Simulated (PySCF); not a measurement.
# NClO, singlet: the ladder up to full CI

Geometry: MP2(full)/6-31G*, from the G2/97 set.

| atom | x (Å) | y (Å) | z (Å) |
| --- | --- | --- | --- |
| Cl | -0.5258 | -0.9400 | 0.0000 |
| N | 0.0119 | 1.0183 | 0.0000 |
| O | 1.1546 | 1.1916 | 0.0000 |

Basis STO-3G; PySCF 2.14.0. Correlated methods freeze the noble-gas cores, which leaves 18 electrons in 12 orbitals. Prefix R: restricted or restricted open-shell reference.

Full CI is exact within this basis and frozen core; it isn't the basis-set limit.

```
UHF ⟨S²⟩                          : 0.599
T1 diagnostic (RCCSD)             : 0.0177
largest doubles amplitude (RCCSD) : 0.213
```

**Question.** From what is known of these methods and the diagnostics, rank them by the size of their error in total energy against full CI in STO-3G, smallest first (an estimate: the text doesn't fix the numbers).
A. RCCSDT(Q)
B. RCCSDT
C. RCCSD(T)
D. RMP2
E. RHF

**Answer.** A (0.20 mEh), B (1.23 mEh), C (3.15 mEh), D (26.23 mEh), E (188.37 mEh).

All errors are against full CI in STO-3G. Within each family the higher level lies nearer, as is usual though not guaranteed.

The full-CI state has the irrep A' of Cs, in the program's axes.

Natural occupations of full CI about the gap: 1.983 1.974 1.965 1.910 1.867 0.169 0.117 0.029; effectively unpaired electrons, Σ n²(2−n)², 0.25.

Atomization energy (electronic, same basis, no zero-point term; atoms at the same level, unrestricted beside the R rows where the molecule is a closed shell; the atoms' step beyond CCSDT comes from their full CI) at full CI: 483.4 kJ/mol. Errors of other levels:

| level | error (kJ/mol) |
| --- | --- |
| RHF | -494.6 |
| RMP2 | -68.9 |
| RCCSD | -30.9 |
| RCCSD(T) | -8.3 |
| RCCSDT | -3.2 |
| RCCSDT(Q) | -0.5 |

This basis is far from its limit, so the value isn't to be set against a measured one.
